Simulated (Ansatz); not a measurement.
Born–Oppenheimer molecular dynamics of FH₃Si (5 atoms, charge 0, multiplicity 1). It starts at the highest image of a converged band. Of that band: Neighbouring images differ by up to 1.3 eV, so the band resolves the path poorly. A vibrational analysis at the climbing image gives one clearly imaginary mode, 1182i cm⁻¹: a first-order saddle point.

Computed with UKS B3LYP/def2-SVP (Ansatz).

- ensemble: NVE (velocity Verlet)
- time step: 0.5 fs
- steps asked: 200
- starting velocities drawn for: 300 K
- seed: 3544

First frame:

```xyz
5
Properties=species:S:1:pos:R:3
Si -0.445 -0.032 0.361
H 0.024 -1.148 -0.796
F 0.883 -0.424 -1.050
H 0.453 0.268 1.528
H -0.914 1.337 -0.042
```

(1) How far do the bonds stretch over the last three quarters of this one trajectory? (Pairs bonded in most of those frames.)

Answers

(1) 
```csv
bond,mean (Å),spread (Å),shortest,longest
Si1–H4,1.536,0.013,1.51,1.56
Si1–H5,1.533,0.017,1.50,1.56
H2–F3,0.939,0.038,0.88,1.02
```

Mean temperature of the second half: 589 K. The conserved energy stayed within 0.32 meV per atom of its start (net change -0.17 meV per atom), so the integration is sound. The system heated up, since it started high on the potential surface and ran downhill. A run of 0.1 ps of so small a system gives no equilibrium averages. The orbitals stay closed-shell, which can raise the energy where a bond breaks towards radicals; this wasn't checked here.

Time of the run: 4.4 min on 1 thread of Arm Neoverse V1, with other jobs on the host, peak memory 0.1 GiB.
